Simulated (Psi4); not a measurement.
**SiH2O2 (SMILES O[Si]O), step by step**

Aim: a structure relaxation (PBE/3-21G), then vibrational wavenumbers, then a single-point energy (MP2/cc-pVTZ) of SiH2O2. 

The results are computed with Psi4 1.11.

## Step 1: The system as given

The species is SiH2O2 (5 atoms), meant as a singlet with charge 0. As SMILES, `O[Si]O`. Geometry: relaxed at PBE0-D4/def2-TZVP. This is one conformer, not always the lowest. The run starts from this shape.

Bond lengths: O1–Si2 1.642 Å, Si2–O3 1.663 Å, O1–H4 0.964 Å, O3–H5 0.960 Å. Angles: O1–Si2–O3 99.4°, Si2–O1–H4 117.5°, Si2–O3–H5 116.1°.

## Step 2: A structure relaxation at PBE/3-21G (density fitting) (run 1)

File h2o2si.xyz:

```xyz
5
H2O2Si
O     -1.443200    -0.105600    -0.275000
Si    -0.212000    -0.791300     0.567700
O      1.036000     0.187500     0.068600
H     -1.231900     0.648900    -0.836100
H      1.901100    -0.013100     0.433400
```

File job.py:

```python
import psi4

psi4.set_memory('1600 MB')
psi4.set_num_threads(1)
psi4.set_output_file('run.log', False)

with open('h2o2si.xyz') as f:
    atoms = ''.join(f.readlines()[2:])
mol = psi4.geometry('0 1\n' + atoms + '')

options = {'geom_maxiter': 60}
psi4.set_options(options)

energy_value = psi4.optimize("pbe/3-21G")
print('E =', round(energy_value, 9))
print(mol.to_string(dtype='xyz', units='Angstrom'))
```

Run with:

```console
$ python job.py
```

run.log:

```text
[...]
  Running in c1 symmetry.
[...]
  Nuclear repulsion =  103.646253627355790
[...]
  Multiplicity = 1
[...]
  Nalpha       = 16
  Nbeta        = 16
[...]
    Number of basis functions: 35
[...]
WARNING  [psi4.optking.displace:429] 	Best geometry has RMS(Delta(q)) = 4.57e-06
[...]
   @DF-RKS iter   0:  -438.50170795400459   -4.38502e+02   4.42823e-04
[...]
   @DF-RKS iter   8:  -438.50402988823492    1.13687e-13   3.04254e-09 DIIS
[...]
  @DF-RKS Final Energy:  -438.50402988823492
   => Energetics <=
    Nuclear Repulsion Energy =            100.0178763618262536
    One-Electron Energy =                -806.1504540875678231
    Two-Electron Energy =                 306.0327436448705498
    DFT Exchange-Correlation Energy =     -38.4041958073638625
    Empirical Dispersion Energy =           0.0000000000000000
    VV10 Nonlocal Energy =                  0.0000000000000000
    Total Energy =                       -438.5040298882349248
[...]
 Multipole Moments:
 ------------------------------------------------------------------------------------
     Multipole            Electronic (a.u.)      Nuclear  (a.u.)        Total (a.u.)
 ------------------------------------------------------------------------------------
 L = 1.  Multiply by 2.5417464519 to convert [e a0] to [Debye]
 Dipole X            :         -0.2292321            1.1211276            0.8918955
 Dipole Y            :         -0.9457175            1.3267702            0.3810527
 Dipole Z            :          0.7112353           -0.8104804           -0.0992451
 Magnitude           :                                                    0.9749504
[...]
  -Total Gradient:
     Atom            X                  Y                   Z
    ------   -----------------  -----------------  -----------------
       1       -0.000067142677    -0.000092918492     0.000057885637
       2        0.000049448834    -0.000043783072     0.000047967945
       3       -0.000056638423     0.000018570216    -0.000028376948
       4        0.000015980166     0.000082985590    -0.000062334512
       5        0.000052027166    -0.000048751142     0.000051239108
[...]
    Final optimized geometry and variables:
    Molecular point group: c1
    Full point group: C1
    Geometry (in Angstrom), charge = 0, multiplicity = 1:
    O           -1.263928808152     0.253210366216    -0.500907004515
    SI          -0.024415634576    -0.507899509111     0.405089441632
    O            1.231235099317     0.545502686113    -0.152784163772
    H           -0.960926377925     1.035770959089    -1.062841367688
    H            2.157570098482     0.387214311134     0.192230799245
[...]
```

Standard output:

```text
Optimizer: Optimization complete!
E = -438.504029888
5
0 1 H2O2Si
O                    -1.263928808152     0.253210366216    -0.500907004515
Si                   -0.024415634576    -0.507899509111     0.405089441632
O                     1.231235099317     0.545502686113    -0.152784163772
H                    -0.960926377925     1.035770959089    -1.062841367688
H                     2.157570098482     0.387214311134     0.192230799245
```

Run time: 23 s. Hardware: 1 thread of Intel Xeon Platinum 8259CL at 2.50GHz (Skylake/Cascade Lake), shared host; peak memory 0.32 GiB.

Steps, from the record of the run:

```
step  energy from the first frame kept (eV)  largest force (eV/Å)
   0                                 0.0000                3.0764
   1                                -0.2152                0.5316
   2                                -0.2252                0.1859
   3                                -0.2297                0.0949
   4                                -0.2308                0.0381
   5                                -0.2309                0.0266
   6                                -0.2310                0.0066
```

After the run. Bond lengths: O1–Si2 1.714 Å, Si2–O3 1.731 Å, O1–H4 1.010 Å, O3–H5 1.001 Å. Angles: O1–Si2–O3 94.8°, Si2–O1–H4 114.9°, Si2–O3–H5 117.6°.

## Step 3: The harmonic vibrations at PBE/3-21G (density fitting) (run 2)

File h2o2si.dat:

```
memory 1600 mb

molecule system {
  0 1
  O     -1.453818    -0.072485    -0.304475
  Si    -0.214305    -0.833595     0.601521
  O      1.041346     0.219807     0.043647
  H     -1.150816     0.710076    -0.866410
  H      1.967681     0.061519     0.388662
  units angstrom
  symmetry c1
}

set globals {
  basis 3-21G
  t 400.0
  rotational_symmetry_number 1
}

e, wfn = frequencies('pbe', return_wfn=True)
```

Run with:

```console
$ psi4 -n 1 h2o2si.dat h2o2si.out
```

h2o2si.out:

```text
[...]
  Running in c1 symmetry.
[...]
  Nuclear repulsion =  100.017875192907823
[...]
  Multiplicity = 1
[...]
  Nalpha       = 16
  Nbeta        = 16
[...]
    Number of basis functions: 35
[...]
   @DF-RKS iter   1:  -438.26133707916489   -3.20608e-01   2.35428e-02 DIIS/ADIIS
[...]
   @DF-RKS iter  12:  -438.50402912351069   -1.13687e-13   1.13604e-09 DIIS
[...]
    Orbital Energies [Eh]
    ---------------------
    Doubly Occupied:
       1A    -64.979476     2A    -18.668062     3A    -18.663917
       4A     -5.044796     5A     -3.459227     6A     -3.457689
       7A     -3.453138     8A     -0.913767     9A     -0.885830
      10A     -0.493275    11A     -0.442940    12A     -0.317372
      13A     -0.293304    14A     -0.271721    15A     -0.241728
      16A     -0.209885
[...]
  @DF-RKS Final Energy:  -438.50402912351069
   => Energetics <=
    Nuclear Repulsion Energy =            100.0269670708938889
    One-Electron Energy =                -806.1668874201634480
    Two-Electron Energy =                 306.0408008912591526
    DFT Exchange-Correlation Energy =     -38.4049096655002700
    Empirical Dispersion Energy =           0.0000000000000000
    VV10 Nonlocal Energy =                  0.0000000000000000
    Total Energy =                       -438.5040291235106906
[...]
  -Total Gradient:
     Atom            X                  Y                   Z
    ------   -----------------  -----------------  -----------------
       1        0.000103028669     0.000464554150    -0.000417615212
       2        0.000006076016     0.000007537827     0.000037300432
       3        0.000442542950    -0.000057802895     0.000159855476
       4       -0.000176699377    -0.000532654191     0.000429735398
       5       -0.000381167492     0.000034111650    -0.000142427011
[...]
  ==> Harmonic Vibrational Analysis <==
[...]
  Freq [cm^-1]                 247.0871            463.3362            587.9416
[...]
  IR activ [km/mol]            27.9492             124.3429            198.3585
[...]
  Freq [cm^-1]                 751.2515            759.8454            843.0972
[...]
  IR activ [km/mol]            193.7093            110.3500            42.0719
[...]
  Freq [cm^-1]                 911.7220           3338.8307           3444.5193
[...]
  IR activ [km/mol]            28.9409              7.6819             24.0039
[...]
  Total E_0, Enthalpy at 0 [K]                                                         -438.47817808 [Eh]
[...]
  Total H, Enthalpy at  400.00 [K]                                                     -438.47062190 [Eh]
[...]
  Total G, Gibbs energy at  400.00 [K]                                                 -438.51509576 [Eh]
[...]
```

On the terminal:

```text
Warning: used thermodynamics relations inappropriate for low-frequency modes: ['247.0871' '463.3362' '587.9416']
```

Wall time 95 s (1 thread of Intel Xeon Platinum 8259CL at 2.50GHz (Skylake/Cascade Lake), shared host); peak memory 0.31 GiB.

## Step 4: A single-point energy at MP2/cc-pVTZ (density fitting, density fitting for correlation) (run 3)

File job.in:

```
memory 1.6 GB

molecule system {
  O     -1.453818    -0.072485    -0.304475
  Si    -0.214305    -0.833595     0.601521
  O      1.041346     0.219807     0.043647
  H     -1.150816     0.710076    -0.866410
  H      1.967681     0.061519     0.388662
}

set {
  basis cc-pVTZ
  freeze_core true
}

energy('mp2')
```

Run with:

```console
$ psi4 job.in job.out -n 1
```

job.out:

```text
[...]
  Running in c1 symmetry.
[...]
  Nuclear repulsion =  100.017875192907823
[...]
  Multiplicity = 1
[...]
  Nalpha       = 16
  Nbeta        = 16
[...]
    Number of basis functions: 122
[...]
   @DF-RHF iter   1:  -439.80464533523570   -1.09935e+00   5.04591e-03 DIIS/ADIIS
[...]
   @DF-RHF iter  11:  -439.95266978277908   -3.50155e-11   8.35074e-09 DIIS
[...]
    Orbital Energies [Eh]
    ---------------------
    Doubly Occupied:
       1A    -68.829796     2A    -20.565876     3A    -20.557513
       4A     -6.168017     5A     -4.270770     6A     -4.270156
       7A     -4.269191     8A     -1.332884     9A     -1.300922
      10A     -0.726880    11A     -0.677704    12A     -0.572695
      13A     -0.534203    14A     -0.533644    15A     -0.491451
      16A     -0.370087
[...]
  @DF-RHF Final Energy:  -439.95266978277908
   => Energetics <=
    Nuclear Repulsion Energy =            100.0178751929078231
    One-Electron Energy =                -808.9975099481326879
    Two-Electron Energy =                 269.0269649724457963
    Total Energy =                       -439.9526697827790827
[...]
 Multipole Moments:
 ------------------------------------------------------------------------------------
     Multipole            Electronic (a.u.)      Nuclear  (a.u.)        Total (a.u.)
 ------------------------------------------------------------------------------------
 L = 1.  Multiply by 2.5417464519 to convert [e a0] to [Debye]
 Dipole X            :         -0.3420739            1.1211274            0.7790535
 Dipole Y            :         -1.2526275            1.3267709            0.0741434
 Dipole Z            :          0.9330364           -0.8104809            0.1225555
 Magnitude           :                                                    0.7921120
[...]
```

It took 3.9 s on 1 thread of Intel Xeon Platinum 8259CL at 2.50GHz (Skylake/Cascade Lake), shared host; peak memory 0.33 GiB.

## Step 5: Results

| quantity | value |
| --- | --- |
| run 1, PBE/3-21G: total energy at the end | -438.50403 Eh |
| run 1, PBE/3-21G: dipole moment | 2.48 D |
| run 1, PBE/3-21G: HOMO energy | -5.71 eV |
| run 1, PBE/3-21G: LUMO energy | -1.71 eV |
| run 1, PBE/3-21G: HOMO–LUMO gap | 4.00 eV |
| run 2, PBE/3-21G: lowest harmonic wavenumber | 247 cm⁻¹ |
| run 2, PBE/3-21G: highest harmonic wavenumber | 3445 cm⁻¹ |
| run 2, PBE/3-21G: zero-point energy | 67.9 kJ/mol |
| run 2, PBE/3-21G: ideal-gas entropy at 400 K (symmetry number 1 as used) | 69.8 cal/(mol K) |
| run 3, MP2/cc-pVTZ: total energy | -440.54620 Eh |
| run 3, MP2/cc-pVTZ: HOMO energy (Hartree–Fock orbitals) | -10.07 eV |
| run 3, MP2/cc-pVTZ: LUMO energy (Hartree–Fock orbitals) | 1.77 eV |
| run 3, MP2/cc-pVTZ: HOMO–LUMO gap (Hartree–Fock orbitals) | 11.84 eV |
| run 3, MP2/cc-pVTZ: correlation energy (7 core orbitals frozen) | -593.5 mEh |

The optimisation (run 1, PBE/3-21G) took 7 steps and changed the energy by -0.231 eV. All 9 modes (run 2, PBE/3-21G) are real, so the shape is a minimum at this level.
